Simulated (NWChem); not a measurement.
## A calculation on CH (+1)

```xyz
2

C      0.0000     0.0000     0.1639
H      0.0000     0.0000    -0.9833
```
Charge +1, spin multiplicity 1.

The numbers come from NWChem runs, not from measurements. Structure: optimised with PBE0/def2-SVP, a minimum by its harmonic frequencies.

Symmetry labels belong to the abelian group C2v used in the runs, with the axes of the coordinates shown; states degenerate in a higher group split over its labels.

The structure started from a generated list of species.

Q: List the lowest 3 singlet excitations that TD-PBE/aug-cc-pVDZ gives, with oscillator strengths.

A: 
```csv
state,symmetry,energy (eV),wavelength (nm),f
1,b1,2.82,440,0.005
2,b2,2.82,440,0.005
3,a1,12.14,102,0.266
```
